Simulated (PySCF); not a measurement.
## How methods differ on the ionisation energy of S

S [Ne] 3s2 3p4 (3P) → S⁺ [Ne] 3s2 3p3 (4S), as a difference of total energies. All numbers are calculated (PySCF 2.14, scalar relativity by spin-free X2C-1e, in x2c-TZVPall). Correlated levels: valence: [Ne] frozen. The calculations carry no spin-orbit coupling.

```csv
method,ionisation energy (eV),error (eV)
UHF,9.221,-1.115
M06-L,10.220,-0.116
LDA,10.543,+0.207
MP2 (valence),9.945,-0.391
SCS-MP2 (valence),10.019,-0.317
CCSD (valence),10.049,-0.287
CCSD(T) (valence),10.080,-0.256
```

Reference: 10.336 eV (measured; NIST levels, between the centres of gravity of the two terms).

Errors of the correlated levels include the incompleteness of this basis and the frozen core.
